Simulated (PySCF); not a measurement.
# One shape, several levels: C3H5F3 (SMILES CC(F)C(F)F)

Wanted: a comparison of 6 runs (HF/STO-3G, HF/def2-SVP, B3LYP/6-31G*, PBE0/6-31G*, BLYP/def2-SVP) of C3H5F3. Input form: a Python script.

The calculation is run with PySCF 2.14.0.

## Step 1: Starting point

C3H5F3: 11 atoms, total charge 0, spin state singlet. As SMILES, `CC(F)C(F)F`. The shape is that of a PBE0-D4/def2-TZVP optimisation. This is one conformer, not always the lowest.

Bond lengths: C1–C2 1.505 Å, C2–F3 1.383 Å, C2–C4 1.516 Å, C4–F5 1.351 Å, C4–F6 1.357 Å, C1–H7 1.090 Å, C1–H8 1.092 Å, C1–H9 1.091 Å, C2–H10 1.095 Å, C4–H11 1.096 Å. Some angles: C1–C2–F3 109.7°, C1–C2–C4 112.9°, F3–C2–C4 106.6°, C2–C4–F5 110.2°, C2–C4–F6 109.2°, F5–C4–F6 107.6°, C1–C2–H10 111.8°, F3–C2–H10 107.7°, C4–C2–H10 108.0°, C2–C1–H7 109.6°.

## Step 2: Energy and gradient at HF/STO-3G (run 1)

run.py

```python
from pyscf import gto

system = gto.M(
    atom='''
C      0.337127    -1.675242     1.777476
C      1.030090     0.323899    -0.122076
F      2.660167    -0.680868    -1.900687
C     -1.235314     1.323753    -1.561481
F     -0.523076     3.217259    -3.118048
F     -2.935690     2.282978     0.100533
H      2.044495    -2.390504     2.682844
H     -0.627767    -3.252030     0.858881
H     -0.901021    -0.890250     3.225951
H      1.983457     1.931867     0.767418
H     -2.162603    -0.139462    -2.695316
''',
    max_memory=1860,
    verbose=4,
    charge=0,
    unit='bohr',
    basis='sto-3g',
)

mf = system.RHF()
mf.conv_tol = 1e-10
mf.kernel()
if not mf.converged:
    mf = mf.newton().run(mf.mo_coeff, mf.mo_occ)

energy = mf.e_tot
print('Final energy', energy)
grad = mf.nuc_grad_method().kernel()
dip = mf.dip_moment()
pop, q = mf.mulliken_pop()
```

On the command line:

```bash
OMP_NUM_THREADS=1 python run.py
```

The program printed:

```text
PySCF version 2.14.0

[... 65 lines left out ...]
converged SCF energy = -409.237152978913
Final energy -409.2371529789132
[... 11 lines left out ...]
Dipole moment(X, Y, Z, Debye): -0.19585, -0.93161,  0.95359
[... 47 lines left out ...]
charge of   10H =      0.06370
```

Run time: 3.9 s. Hardware: 1 thread of Intel Xeon at 2.70GHz, shared host; peak memory 0.12 GiB.

## Step 3: Energy and forces at HF/def2-SVP (run 2)

input.xyz

```xyz
11
C3H5F3
C      0.178400    -0.886500     0.940600
C      0.545100     0.171400    -0.064600
F      1.407700    -0.360300    -1.005800
C     -0.653700     0.700500    -0.826300
F     -0.276800     1.702500    -1.650000
F     -1.553500     1.208100     0.053200
H      1.081900    -1.265000     1.419700
H     -0.332200    -1.720900     0.454500
H     -0.476800    -0.471100     1.707100
H      1.049600     1.022300     0.406100
H     -1.144400    -0.073800    -1.426300
```

calc.py

```python
from pyscf import gto

mol = gto.M(
    atom='input.xyz',
    basis='def2-svp',
    verbose=3,
    max_memory=1860,
)

mf = mol.RHF()
mf.conv_tol = 1e-10
mf.kernel()
if not mf.converged:
    mf = mf.newton().run(mf.mo_coeff, mf.mo_occ)

etot = mf.e_tot
print('E(%s) = %.9f' % ('HF', etot))
grad = mf.nuc_grad_method().kernel()
mf.analyze()
```

On the command line:

```bash
OMP_NUM_THREADS=1 python calc.py
```

The program printed:

```text
converged SCF energy = -414.505945841587
[... 23 lines left out ...]
MO #14  energy= -0.772851169261132 occ= 2
[... 18 lines left out ...]
MO #33  energy= 0.372117980509684  occ= 0
[... 18 lines left out ...]
MO #52  energy= 1.14759268377619   occ= 0
[... 18 lines left out ...]
MO #71  energy= 2.02078874654916   occ= 0
[... 18 lines left out ...]
MO #90  energy= 3.08508142197373   occ= 0
[... 18 lines left out ...]
MO #109 energy= 4.27390986412921   occ= 0
[... 12 lines left out ...]
Dipole moment(X, Y, Z, Debye): -0.41051, -1.53544,  1.62484
```

It took 14 s on 1 thread of Intel Xeon at 2.70GHz, shared host; peak memory 0.26 GiB.

## Step 4: Energy and gradient at B3LYP/6-31G(d) (spherical functions) (run 3)

calc.py

```python
import pyscf.grad
from pyscf import gto, dft

system = gto.Mole()
system.atom = [
    ('C', (0.178400, -0.886500, 0.940600)),
    ('C', (0.545100, 0.171400, -0.064600)),
    ('F', (1.407700, -0.360300, -1.005800)),
    ('C', (-0.653700, 0.700500, -0.826300)),
    ('F', (-0.276800, 1.702500, -1.650000)),
    ('F', (-1.553500, 1.208100, 0.053200)),
    ('H', (1.081900, -1.265000, 1.419700)),
    ('H', (-0.332200, -1.720900, 0.454500)),
    ('H', (-0.476800, -0.471100, 1.707100)),
    ('H', (1.049600, 1.022300, 0.406100)),
    ('H', (-1.144400, -0.073800, -1.426300)),
]
system.spin = 0
system.max_memory = 1860
system.basis = '6-31g*'
system.charge = 0
system.verbose = 3
system.build()

mf = dft.RKS(system, xc='b3lyp')
mf.conv_tol = 1e-10
mf.grids.level = 5
mf.kernel()
if not mf.converged:
    mf = mf.newton().run(mf.mo_coeff, mf.mo_occ)

etot = mf.e_tot
print('E(%s) = %.9f' % ('B3LYP', etot))
grad = mf.Gradients().kernel()
dip = mf.dip_moment()
pop, q = mf.mulliken_pop()
```

On the command line:

```bash
OMP_NUM_THREADS=1 python calc.py
```

The program printed:

```text
converged SCF energy = -416.838237226991
[... 9 lines left out ...]
Dipole moment(X, Y, Z, Debye): -0.29781, -1.15888,  1.28640
[... 106 lines left out ...]
charge of   10H =      0.12050
```

Wall time 47 s (1 thread of Intel Xeon at 2.70GHz, shared host); peak memory 0.93 GiB.

Runs 4 to 5 aren't shown in full; the table further down has their settings and results.

## Step 5: Energy and forces at BLYP/def2-SVP (run 6)

job.py

```python
from pyscf import gto, dft

molecule = gto.Mole()
molecule.atom = '''
C      0.337127    -1.675242     1.777476
C      1.030090     0.323899    -0.122076
F      2.660167    -0.680868    -1.900687
C     -1.235314     1.323753    -1.561481
F     -0.523076     3.217259    -3.118048
F     -2.935690     2.282978     0.100533
H      2.044495    -2.390504     2.682844
H     -0.627767    -3.252030     0.858881
H     -0.901021    -0.890250     3.225951
H      1.983457     1.931867     0.767418
H     -2.162603    -0.139462    -2.695316
'''
molecule.basis = 'def2-svp'
molecule.unit = 'bohr'
molecule.spin = 0
molecule.verbose = 4
molecule.max_memory = 1860
molecule.build()

mf = dft.RKS(molecule, xc='blyp')
mf.grids.level = 5
mf.conv_tol = 1e-10
mf.kernel()
if not mf.converged:
    mf = mf.newton().run(mf.mo_coeff, mf.mo_occ)

e_final = mf.e_tot
print('Final energy', e_final)
grad = mf.nuc_grad_method().kernel()
dip = mf.dip_moment()
pop, q = mf.mulliken_pop()
```

On the command line:

```bash
OMP_NUM_THREADS=1 python job.py
```

The program printed:

```text
PySCF version 2.14.0

[... 83 lines left out ...]
converged SCF energy = -416.440057206501
Final energy -416.4400572065009
[... 12 lines left out ...]
Dipole moment(X, Y, Z, Debye): -0.29128, -1.12618,  1.24798
[... 121 lines left out ...]
charge of   10H =     -0.02668
```

It took 49 s on 1 thread of Intel Xeon at 2.70GHz, shared host; peak memory 1.1 GiB.

## Step 6: The series

```tsv
run	level	integration grid	Cartesian functions	energy (Eh)	dipole moment (D)	HOMO energy (eV)	LUMO energy (eV)	wall time
1	HF/STO-3G	–	no	-409.237153	1.35	-10.21	13.51	3.9 s
2	HF/def2-SVP	–	no	-414.505946	2.27	-13.71	4.85	14 s
3	B3LYP/6-31G* (spherical functions)	5	no	-416.838237	1.76	-8.74	2.33	47 s
4	PBE0/6-31G* (spherical functions)	5	no	-416.418597	1.79	-9.02	2.58	46 s
5	B3LYP/6-31G* (Cartesian functions)	5	yes	-416.843335	1.76	-8.75	2.32	61 s
6	BLYP/def2-SVP	5	no	-416.440057	1.71	-7.34	1.11	49 s
```

## Step 7: What came out

```
                       quantity          value
            run 6: total energy  -416.44006 Eh
           run 6: dipole moment         1.71 D
             run 6: HOMO energy       -7.34 eV
             run 6: LUMO energy        1.11 eV
           run 6: HOMO–LUMO gap        8.45 eV
run 6: largest force on an atom     1.006 eV/Å
```

**Reading.** The dipole moment (its size) runs from 1.35 D (HF/STO-3G) to 2.27 D (HF/def2-SVP). The HOMO–LUMO gap runs from 8.45 eV (BLYP/def2-SVP) to 23.72 eV (HF/STO-3G). The two ends differ in method and basis. Totals of different functionals can't be ranked against each other. In run 1 the basis is minimal, so the values are rough. All runs together took 3.7 min, the longest 61 s.
